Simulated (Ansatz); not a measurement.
**C₅H₈O: up Jacob's ladder to CCSD(T)**

Aim: compute C₅H₈O with functionals from several rungs and with coupled cluster. The yardstick is the atomisation energy at the CCSD(T) limit.

Method: functionals in def2-TZVPP, the program's frozen cores in correlated methods; program: Ansatz 0.2.0, Gaussian basis.

Plan: PBE-D4, r2SCAN-D4, PBE0-D4, B3LYP-D4, ωB97X-V, ωB97M-V, B2PLYP; CCSD(T)/def2-TZVPP; MP2/def2-QZVPP; extrapolation to the limit.

## 1. Structure used throughout

The geometry comes from an earlier relaxation with PBE0-D4 in a triple-zeta def2 set; it is a stationary point, not always the lowest conformer.

SMILES `C=CCC1CO1`, 14 atoms, charge 0, spin multiplicity 1.

Atoms are counted from 1 here; the program's logs count them from 0.

Bond lengths: C1–C2 1.326 Å, C1–H7 1.085 Å, C1–H8 1.084 Å, C2–C3 1.495 Å, C2–H9 1.088 Å, C3–C4 1.498 Å, C3–H10 1.097 Å, C3–H11 1.097 Å, C4–C5 1.459 Å, C4–O6 1.419 Å, C4–H12 1.090 Å, C5–O6 1.418 Å, C5–H13 1.088 Å, C5–H14 1.087 Å. Angles: C2–C1–H7 122.2°, C2–C1–H8 121.0°, H7–C1–H8 116.8°, C1–C2–C3 126.2°, C1–C2–H9 118.7°, C3–C2–H9 115.1°, C2–C3–C4 114.8°, C2–C3–H10 109.0°, C2–C3–H11 109.7°, C4–C3–H10 109.0°, C4–C3–H11 108.6°, H10–C3–H11 105.4°, C3–C4–C5 121.8°, C3–C4–O6 116.3°, C3–C4–H12 115.6°, C5–C4–O6 59.0°, C5–C4–H12 117.5°, O6–C4–H12 113.8° and more.

## 2. PBE-D4 (GGA)

in.yaml

```yaml
crystal:
  periodic: [false, false, false]
  atoms:
    - {symbol: C, position_ang: [-1.874166, -0.039941, 0.649623]}
    - {symbol: C, position_ang: [-0.766115, 0.144156, 1.354252]}
    - {symbol: C, position_ang: [0.633826, 0.000001, 0.850295]}
    - {symbol: C, position_ang: [0.746834, -0.535253, -0.544022]}
    - {symbol: C, position_ang: [0.819924, 0.347020, -1.703396]}
    - {symbol: O, position_ang: [1.978797, -0.302993, -1.207880]}
    - {symbol: H, position_ang: [-1.852421, -0.322468, -0.397205]}
    - {symbol: H, position_ang: [-2.850975, 0.090059, 1.100135]}
    - {symbol: H, position_ang: [-0.853207, 0.430455, 2.400132]}
    - {symbol: H, position_ang: [1.193007, -0.654955, 1.530354]}
    - {symbol: H, position_ang: [1.144410, 0.969671, 0.895122]}
    - {symbol: H, position_ang: [0.347121, -1.537138, -0.698031]}
    - {symbol: H, position_ang: [0.788610, 1.423259, -1.548370]}
    - {symbol: H, position_ang: [0.470759, 0.001826, -2.673411]}
basis:
  gaussian: {orbitals: def2-TZVPP}
hamiltonian: {xc: pbe, dispersion: d4}
output: {forces: true, orbitals: {seedname: orbitals}}
```

Launch:

```sh
$ ansatz run in.yaml --threads 4 --pin off --events-out ev --progress --plain --max-ram 10444MiB
```

The runs that follow: r2SCAN-D4 (meta-GGA); PBE0-D4 (hybrid); B3LYP-D4 (hybrid); ωB97X-V (range-separated); ωB97M-V (range-separated); B2PLYP (double hybrid); CCSD(T) in def2-TZVPP; MP2 in def2-QZVPP.

**Question.** What will the summary of the whole plan be? Wanted: atomisation energy, CCSD(T)/CBS; farthest; mean size of error, hybrid; mean size of error, range-separated; gap, smallest and largest; T1 diagnostic; triples share of the correlation energy.

**Answer**, as computed:

```
                               quantity                                 value
        atomisation energy, CCSD(T)/CBS                       1389.8 kcal/mol
functionals within 6.9 kcal/mol (0.5 %)            B3LYP-D4, ωB97X-V, ωB97M-V
                               farthest               PBE-D4 (+43.3 kcal/mol)
             mean size of error, hybrid                          8.8 kcal/mol
    mean size of error, range-separated                          5.0 kcal/mol
              gap, smallest and largest  5.37 eV (PBE-D4), 12.46 eV (ωB97X-V)
                          T1 diagnostic                                0.0110
triples share of the correlation energy                                 4.2 %
```

In words: PBE-D4 is off by +43.3 kcal/mol. Double hybrids carry the basis error of their MP2 part in triple zeta, and no dispersion term here, so their miss is partly the set-up's. The reference freezes the cores and leaves out relativity and excitations past (T), so misses under about 6.9 kcal/mol can't be ranked. Hartree-Fock recovers 73 % of the binding; the rest is correlation. Orbital gaps span 5.4 to 12.5 eV; exact exchange widens them.
